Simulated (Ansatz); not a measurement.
# Molecular dynamics of AlH$_{5}$S

Input file:

```yaml
crystal:
  periodic: [false, false, false]
  atoms:
    - { symbol: Al, position_ang: [0.102744, -0.232356, -0.080991] }
    - { symbol: H, position_ang: [-0.125605, -0.058332, 1.600953] }
    - { symbol: H, position_ang: [1.550453, 0.247392, -0.471314] }
    - { symbol: H, position_ang: [-1.258201, -0.025151, -0.848978] }
    - { symbol: S, position_ang: [0.269692, -2.555941, 0.699323] }
    - { symbol: H, position_ang: [-1.059589, -2.813166, 0.634276] }
    - { symbol: H, position_ang: [0.020105, -1.205447, 1.536232] }
basis:
  gaussian: { orbitals: def2-mTZVP }
hamiltonian:
  xc: b3lyp
md:
  timestep: 0.5
  n_steps: 200
  ensemble: nve
  temperature: 300.0
  initial_velocities: maxwell_boltzmann
  seed: 11886
```

Launched with:

```bash
$ ansatz run input.yaml --threads 1 --pin off --max-ram 2048MiB --backend cpu --events-out ev --progress --plain --runs-dir out
```

It starts at the highest image of a converged band, a first-order saddle point between two minima.

Output, in part (one step line in 7, the closing report, with atoms numbered from 0):

```
md step     0: t =     0.00 fs  T =   300.0 K  F+E_penalty+E_count = -17514.02856020 eV  E_kin = 0.193890 eV  conserved = -17513.83467020 eV  (23 SCF iters)
md step     7: t =     3.50 fs  T =   185.7 K  F+E_penalty+E_count = -17513.95416433 eV  E_kin = 0.120018 eV  conserved = -17513.83414640 eV  (22 SCF iters)
md step    14: t =     7.00 fs  T =   237.1 K  F+E_penalty+E_count = -17513.98748624 eV  E_kin = 0.153269 eV  conserved = -17513.83421692 eV  (27 SCF iters)
md step    21: t =    10.50 fs  T =   399.7 K  F+E_penalty+E_count = -17514.09335065 eV  E_kin = 0.258325 eV  conserved = -17513.83502551 eV  (27 SCF iters)
md step    28: t =    14.00 fs  T =   387.8 K  F+E_penalty+E_count = -17514.08433499 eV  E_kin = 0.250666 eV  conserved = -17513.83366936 eV  (27 SCF iters)
md step    35: t =    17.50 fs  T =   761.6 K  F+E_penalty+E_count = -17514.32747401 eV  E_kin = 0.492219 eV  conserved = -17513.83525486 eV  (27 SCF iters)
md step    42: t =    21.00 fs  T =   718.9 K  F+E_penalty+E_count = -17514.29850033 eV  E_kin = 0.464603 eV  conserved = -17513.83389764 eV  (27 SCF iters)
md step    49: t =    24.50 fs  T =  1090.1 K  F+E_penalty+E_count = -17514.54008148 eV  E_kin = 0.704529 eV  conserved = -17513.83555219 eV  (26 SCF iters)
md step    56: t =    28.00 fs  T =  1075.0 K  F+E_penalty+E_count = -17514.52954850 eV  E_kin = 0.694773 eV  conserved = -17513.83477522 eV  (23 SCF iters)
md step    63: t =    31.50 fs  T =   882.5 K  F+E_penalty+E_count = -17514.40477450 eV  E_kin = 0.570376 eV  conserved = -17513.83439838 eV  (27 SCF iters)
md step    70: t =    35.00 fs  T =   832.0 K  F+E_penalty+E_count = -17514.37226070 eV  E_kin = 0.537753 eV  conserved = -17513.83450743 eV  (27 SCF iters)
md step    77: t =    38.50 fs  T =   840.2 K  F+E_penalty+E_count = -17514.37786229 eV  E_kin = 0.542992 eV  conserved = -17513.83487047 eV  (27 SCF iters)
md step    84: t =    42.00 fs  T =   817.0 K  F+E_penalty+E_count = -17514.36343278 eV  E_kin = 0.528030 eV  conserved = -17513.83540293 eV  (27 SCF iters)
md step    91: t =    45.50 fs  T =   565.2 K  F+E_penalty+E_count = -17514.19936677 eV  E_kin = 0.365273 eV  conserved = -17513.83409328 eV  (22 SCF iters)
md step    98: t =    49.00 fs  T =   609.5 K  F+E_penalty+E_count = -17514.22882558 eV  E_kin = 0.393891 eV  conserved = -17513.83493443 eV  (27 SCF iters)
md step   105: t =    52.50 fs  T =   457.7 K  F+E_penalty+E_count = -17514.12952533 eV  E_kin = 0.295843 eV  conserved = -17513.83368201 eV  (21 SCF iters)
md step   112: t =    56.00 fs  T =   532.1 K  F+E_penalty+E_count = -17514.17915762 eV  E_kin = 0.343896 eV  conserved = -17513.83526133 eV  (23 SCF iters)
md step   119: t =    59.50 fs  T =   391.4 K  F+E_penalty+E_count = -17514.08694108 eV  E_kin = 0.252963 eV  conserved = -17513.83397773 eV  (22 SCF iters)
md step   126: t =    63.00 fs  T =   587.2 K  F+E_penalty+E_count = -17514.21515385 eV  E_kin = 0.379514 eV  conserved = -17513.83563996 eV  (27 SCF iters)
md step   133: t =    66.50 fs  T =   457.5 K  F+E_penalty+E_count = -17514.12977157 eV  E_kin = 0.295678 eV  conserved = -17513.83409395 eV  (21 SCF iters)
md step   140: t =    70.00 fs  T =   533.6 K  F+E_penalty+E_count = -17514.17966559 eV  E_kin = 0.344862 eV  conserved = -17513.83480314 eV  (27 SCF iters)
md step   147: t =    73.50 fs  T =   383.2 K  F+E_penalty+E_count = -17514.08175253 eV  E_kin = 0.247657 eV  conserved = -17513.83409560 eV  (21 SCF iters)
md step   154: t =    77.00 fs  T =   456.4 K  F+E_penalty+E_count = -17514.13001549 eV  E_kin = 0.294982 eV  conserved = -17513.83503325 eV  (27 SCF iters)
md step   161: t =    80.50 fs  T =   469.5 K  F+E_penalty+E_count = -17514.13882648 eV  E_kin = 0.303412 eV  conserved = -17513.83541493 eV  (27 SCF iters)
md step   168: t =    84.00 fs  T =   355.0 K  F+E_penalty+E_count = -17514.06342157 eV  E_kin = 0.229441 eV  conserved = -17513.83398013 eV  (22 SCF iters)
md step   175: t =    87.50 fs  T =   587.5 K  F+E_penalty+E_count = -17514.21485726 eV  E_kin = 0.379733 eV  conserved = -17513.83512377 eV  (28 SCF iters)
md step   182: t =    91.00 fs  T =   487.9 K  F+E_penalty+E_count = -17514.14877813 eV  E_kin = 0.315344 eV  conserved = -17513.83343415 eV  (27 SCF iters)
md step   189: t =    94.50 fs  T =   740.9 K  F+E_penalty+E_count = -17514.31444893 eV  E_kin = 0.478861 eV  conserved = -17513.83558841 eV  (23 SCF iters)
md step   196: t =    98.00 fs  T =   524.4 K  F+E_penalty+E_count = -17514.17276868 eV  E_kin = 0.338907 eV  conserved = -17513.83386151 eV  (22 SCF iters)
md step   200: t =   100.00 fs  T =   644.3 K  F+E_penalty+E_count = -17514.25103171 eV  E_kin = 0.416391 eV  conserved = -17513.83464107 eV  (23 SCF iters)
Total energy: -17514.25130899 eV, -643.6368640196 hartree
Atom 0 at     0.097702     0.296750    -0.239540 Å, force    -1.239394    -0.397863     0.994684 eV/Å
Atom 1 at    -0.409368     1.035824     1.131510 Å, force     0.136288    -0.194182    -0.542340 eV/Å
Atom 2 at     1.586457     0.447664    -0.576299 Å, force     0.671387     0.020416    -0.380977 eV/Å
Atom 3 at    -1.003250    -0.560749    -1.054958 Å, force     0.342678     0.377296    -0.038740 eV/Å
Atom 4 at     0.244100    -2.948989     0.819283 Å, force     0.357852    -0.173485     1.274065 eV/Å
Atom 5 at    -0.980429    -3.323487     1.307538 Å, force     0.372894     0.209497    -0.130213 eV/Å
Atom 6 at     0.882697    -3.115635     2.071941 Å, force    -0.641706     0.158322    -1.176480 eV/Å
Dipole moment:    -0.043532    -0.253747     0.221168 e Å
```

The run went to its last step. The conserved energy stayed within 0.19 meV per atom of its start (net change 0.0041 meV per atom), so the integration is sound. The kinetic energy rose, since the run started high on the potential surface and went downhill. It ends in pieces (AlH3 + H2S), so much of that is their flight and rotation, not heat. A run of 0.1 ps of so small a system gives no equilibrium averages. The orbitals stay closed-shell, which can raise the energy where a bond breaks towards radicals; this wasn't checked here.

Between its relaxed ends the band would form H2–H7 and break Al1–H2, S5–H7. These pairs go: H2–H7 1.16 → 4.45 Å, Al1–H2 1.71 → 1.64 Å, S5–H7 1.61 → 1.42 Å. In the last frame they stand as before the step (other bonds may differ from the relaxed reactants and products). Also parted: Al1–S5 2.46 → 3.42 Å, Al1–H7 1.89 → 4.20 Å. It ends as AlH3 + H2S. Pairs count as bonded within 1.25 times the sum of covalent radii (0.12 Å more for H–H).

Last frame:

```xyz
7
Properties=species:S:1:pos:R:3
Al 0.098 0.297 -0.239
H -0.409 1.036 1.131
H 1.587 0.448 -0.576
H -1.003 -0.561 -1.055
S 0.244 -2.949 0.819
H -0.980 -3.324 1.308
H 0.883 -3.116 2.072
```

The run took 4.8 min on 1 thread of Arm Neoverse V2, with other jobs on the host, peak memory 0.1 GiB.
